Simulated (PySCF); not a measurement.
Mg: ionisation energy

Mg [Ne] 3s2 → Mg⁺ [Ne] 3s1 [3s1/2^1, M_J = 1/2], as a difference of total energies. All numbers are calculated (PySCF 2.14, the two-component X2C-1e Hamiltonian, in x2c-TZVPall-2c). Correlated levels: [Ne] frozen. "Screened" scales the spin-orbit matrix elements by Boettger's factors to mimic the two-electron term; Breit and QED terms are absent.

```csv
method,ionisation energy (eV)
GHF (screened spin-orbit),6.621
GMP2 (screened spin-orbit),7.212
```

Task: How much does correlation contribute at GMP2 (screened spin-orbit)?

Result: 7.212 − (6.621) = 0.591 eV, measured against GHF (screened spin-orbit).

Errors of the correlated levels include the incompleteness of this basis and the frozen core.

MP2 underrates the near-degeneracy of ns² with np² in the lower species.

For comparison: 7.646 eV (measured; NIST Atomic Spectra Database, ionization energies).
